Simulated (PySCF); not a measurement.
**AlHO2 (SMILES [O]=[Al][OH]): levels of theory compared**

Aim: a comparison of 6 runs (MP2/STO-3G, CCSDT(Q)/STO-3G, QCISD(T)/STO-3G, CISD/STO-3G, CCSD(T)/STO-3G, FCI/STO-3G) of AlHO2. 

The results are computed with PySCF 2.14.0.

3 further runs of the same task are left out: 3 set aside as unsound or not needed.

### Step 1. The system as given

AlHO2: 4 atoms, total charge 0, spin state singlet. As SMILES, `[O]=[Al][OH]`. Geometry: a GFN2-xTB relaxation, a rough one for these elements and not checked as a minimum.

Bond lengths: O1–Al2 1.572 Å, Al2–O3 1.628 Å, O3–H4 0.949 Å. Angles: O1–Al2–O3 180.0°, Al2–O3–H4 179.6°.

### Step 2. The energy at MP2/STO-3G (run 1)

File calc.py:

```python
# [O]=[Al][OH]
from pyscf import gto, scf, mp

mol = gto.Mole()
mol.atom = 'O -1.605830 -1.403740 -0.651200; Al -0.474020 -0.415070 -0.191330; O 0.698750 0.609040 0.285100; H 1.381100 1.209770 0.557430'
mol.verbose = 4
mol.max_memory = 1860
mol.basis = 'sto-3g'
mol.charge = 0
mol.build()

mf = scf.RHF(mol)
mf.conv_tol = 1e-10
mf.kernel()
if not mf.converged:
    mf = mf.newton().run(mf.mo_coeff, mf.mo_occ)

pt = mp.MP2(mf, frozen=7).run()
energy = pt.e_tot
print(f'total energy: {energy:.8f} hartree')
```

On the command line:

```bash
$ OMP_NUM_THREADS=1 python calc.py
```

The log of the run:

```text
PySCF version 2.14.0

[INPUT] num. atoms = 4
[INPUT] num. electrons = 30
[INPUT] charge = 0
[INPUT] spin (= nelec alpha-beta = 2S) = 0
[INPUT] symmetry False subgroup None
[INPUT] Mole.unit = angstrom
[INPUT] Symbol           X                Y                Z      unit          X                Y                Z       unit  Magmom
[INPUT]  1 O     -1.605830000000  -1.403740000000  -0.651200000000 AA   -3.034578902610  -2.652684150097  -1.230589652317 Bohr   0.0
[INPUT]  2 Al    -0.474020000000  -0.415070000000  -0.191330000000 AA   -0.895767977566  -0.784368622523  -0.361561299413 Bohr   0.0
[INPUT]  3 O      0.698750000000   0.609040000000   0.285100000000 AA    1.320446129540   1.150918798905   0.538760918113 Bohr   0.0
[INPUT]  4 H      1.381100000000   1.209770000000   0.557430000000 AA    2.609900750637   2.286133973715   1.053390033616 Bohr   0.0

nuclear repulsion = 87.5523509861287
number of shells = 12
number of NR pGTOs = 60
number of NR cGTOs = 20
basis = sto-3g
ecp = {}

******** <class 'pyscf.scf.hf.RHF'> ********
method = RHF
initial guess = minao
damping factor = 0
level_shift factor = 0
DIIS = <class 'pyscf.scf.diis.CDIIS'>
diis_start_cycle = 1
diis_space = 8
diis_damp = 0
SCF conv_tol = 1e-10
SCF conv_tol_grad = None
SCF max_cycles = 50
direct_scf = True
direct_scf_tol = 1e-13
Set gradient conv threshold to 1e-05
Initial guess from minao.
init E= -387.069787874337
  HOMO = -0.468230881835665  LUMO = -0.0281897704953809  gap/eV = 11.97413
cycle= 1 E= -386.937473730412  delta_E= 0.132  |g|= 0.733  |ddm|= 2.83
  HOMO = 0.0210481610601102  LUMO = 0.360077997622708  gap/eV = 9.22547
cycle= 2 E= -386.924693832775  delta_E= 0.0128  |g|= 0.939  |ddm|= 2.25
  HOMO = -0.188924213645407  LUMO = 0.336264203446484  gap/eV = 14.29110
cycle= 3 E= -387.182621924856  delta_E= -0.258  |g|= 0.0792  |ddm|= 1.17
  HOMO = -0.203089816319522  LUMO = 0.335051043879301  gap/eV = 14.64356
cycle= 4 E= -387.185423000291  delta_E= -0.0028  |g|= 0.0234  |ddm|= 0.147
  HOMO = -0.220425245108905  LUMO = 0.336092236676241  gap/eV = 15.14361
cycle= 5 E= -387.185936378629  delta_E= -0.000513  |g|= 0.00971  |ddm|= 0.0692
  HOMO = -0.218259160373322  LUMO = 0.336352072354443  gap/eV = 15.09174
cycle= 6 E= -387.186098575963  delta_E= -0.000162  |g|= 0.00396  |ddm|= 0.0538
  HOMO = -0.220735367687685  LUMO = 0.337163266928191  gap/eV = 15.18120
cycle= 7 E= -387.186128072053  delta_E= -2.95e-05  |g|= 0.000498  |ddm|= 0.0292
  HOMO = -0.220933467460249  LUMO = 0.337151161077186  gap/eV = 15.18626
cycle= 8 E= -387.18612843907  delta_E= -3.67e-07  |g|= 4.22e-05  |ddm|= 0.00362
  HOMO = -0.220950489515283  LUMO = 0.337148219101613  gap/eV = 15.18664
cycle= 9 E= -387.186128439838  delta_E= -7.67e-10  |g|= 4.85e-06  |ddm|= 8.38e-05
  HOMO = -0.220952654865747  LUMO = 0.337148348127828  gap/eV = 15.18670
cycle= 10 E= -387.186128439858  delta_E= -2.03e-11  |g|= 5.49e-07  |ddm|= 2.06e-05
  HOMO = -0.220952817405584  LUMO = 0.337148227077575  gap/eV = 15.18670
Extra cycle  E= -387.186128439858  delta_E= 1.14e-13  |g|= 3.27e-07  |ddm|= 1.21e-06
converged SCF energy = -387.186128439858

******** <class 'pyscf.mp.mp2.RMP2'> ********
nocc = 8, nmo = 13
frozen orbitals 7
E(RMP2) = -387.318568225083  E_corr = -0.132439785225476
E(SCS-RMP2) = -387.316779450607  E_corr = -0.130651010749405
E_corr(same-spin) = -0.0326269979090386
E_corr(oppo-spin) = -0.0998127873164377
total energy: -387.31856823 hartree
```

Wall time 0.72 s (1 thread of Arm Neoverse V1, shared host); peak memory 0.12 GiB.

### Step 3. A single-point energy at CCSDT(Q)/STO-3G (run 2)

File input.xyz:

```xyz
4

O     -1.605830    -1.403740    -0.651200
Al    -0.474020    -0.415070    -0.191330
O      0.698750     0.609040     0.285100
H      1.381100     1.209770     0.557430
```

File run.py:

```python
from pyscf import gto, scf, cc

molecule = gto.M(
    atom='input.xyz',
    max_memory=1860,
    basis='sto-3g',
    verbose=3,
)

hf = scf.RHF(molecule)
hf.conv_tol = 1e-10
hf.kernel()
if not hf.converged:
    hf = hf.newton().run(hf.mo_coeff, hf.mo_occ)

mycc = cc.CCSDT(hf, frozen=7)
mycc.kernel()
e_bracket, e_q = mycc.ccsdt_q()
e_tot = mycc.e_tot + e_q
print('E(%s) = %.9f' % ('CCSDT(Q)', e_tot))
```

On the command line:

```bash
$ OMP_NUM_THREADS=1 python run.py
```

The log of the run:

```text
converged SCF energy = -387.186128439858
_make_eris_incore_RCCSDT

WARN: A large `blksize` is being used, which may cause large memory consumption
      for storing contraction intermediates. If memory is sufficient, consider using
      `pyscf.cc.rccsdt_highm.RCCSDT` instead.

RCCSDT converged
E(RCCSDT) = -387.3465795543548   E_corr = -0.160451114497039
E_corr(same-spin) = -0.0337516594746072
E_corr(oppo-spin) = -0.126699455022432
_make_eris_incore_RCCSDT
E(CCSDT(Q)) = -387.346827694
```

Wall time 2.2 s (1 thread of Arm Neoverse V1, shared host); peak memory 0.11 GiB.

Runs 3 to 5 aren't shown in full; the table further down has their settings and results.

### Step 4. A single-point energy at FCI/STO-3G (run 6)

File calc.py:

```python
# [O]=[Al][OH]
from pyscf import gto, scf, mcscf
from pyscf import fci

mol = gto.M(
    atom='''
O     -1.605830    -1.403740    -0.651200
Al    -0.474020    -0.415070    -0.191330
O      0.698750     0.609040     0.285100
H      1.381100     1.209770     0.557430
''',
    verbose=3,
    basis='sto-3g',
    max_memory=1860,
)

mf = scf.RHF(mol)
mf.conv_tol = 1e-10
mf.kernel()
if not mf.converged:
    mf = mf.newton().run(mf.mo_coeff, mf.mo_occ)

cas = mcscf.CASCI(mf, mf.mo_coeff.shape[-1] - 7, (mol.nelec[0] - 7, mol.nelec[1] - 7))  # full CI above the frozen core
cas.fcisolver = fci.direct_spin0.FCI(mol)  # even spin states alone
cas.kernel()
print('<S^2> = %.4f' % cas.fcisolver.spin_square(cas.ci, cas.ncas, cas.nelecas)[0])
etot = cas.e_tot
print('Final energy', etot)
```

On the command line:

```bash
$ OMP_NUM_THREADS=1 python calc.py
```

The log of the run:

```text
converged SCF energy = -387.186128439858
CASCI E = -387.345709532383  E(CI) = -55.7921424241384  S^2 = 0.0000000
<S^2> = 0.0000
Final energy -387.34570953238256
```

It took 34 s on 1 thread of Arm Neoverse V1, shared host; peak memory 0.48 GiB.

### Step 5. All runs side by side

| run | level | energy (Eh) | dipole moment (D) of the reference | HOMO energy (eV) | LUMO energy (eV) | wall time |
| --- | --- | --- | --- | --- | --- | --- |
| 1 | MP2/STO-3G | -387.318568 | 3.56 | -6.01 | 9.17 | 0.72 s |
| 2 | CCSDT(Q)/STO-3G | -387.346828 | 3.56 | -6.01 | 9.17 | 2.2 s |
| 3 | QCISD(T)/STO-3G | -387.351615 | 3.56 | -6.01 | 9.17 | 0.7 s |
| 4 | CISD/STO-3G | -387.323613 | 3.56 | -6.01 | 9.17 | 0.64 s |
| 5 | CCSD(T)/STO-3G | -387.345687 | 3.56 | -6.01 | 9.17 | 0.82 s |
| 6 | FCI/STO-3G | -387.345710 | 3.56 | -6.01 | 9.17 | 34 s |

### Step 6. Outcome

```
                                          quantity          value
                               run 6: total energy  -387.34571 Eh
       run 6: dipole moment (Hartree–Fock density)         3.56 D
        run 6: HOMO energy (Hartree–Fock orbitals)       -6.01 eV
        run 6: LUMO energy (Hartree–Fock orbitals)        9.17 eV
      run 6: HOMO–LUMO gap (Hartree–Fock orbitals)       15.19 eV
run 6: correlation energy (7 core orbitals frozen)     -159.6 mEh
```

In words: Against full CI in this basis: MP2 +27.1 mEh; CCSDT(Q) -1.1 mEh; QCISD(T) -5.9 mEh; CISD +22.1 mEh; CCSD(T) +0.0 mEh. In runs 3, 5 the T1 diagnostic is large, so a single reference may not serve. In runs 1, 2, 3, 4, 5, 6 the basis is minimal, so the values are rough. All runs together took 39 s, the longest 34 s.
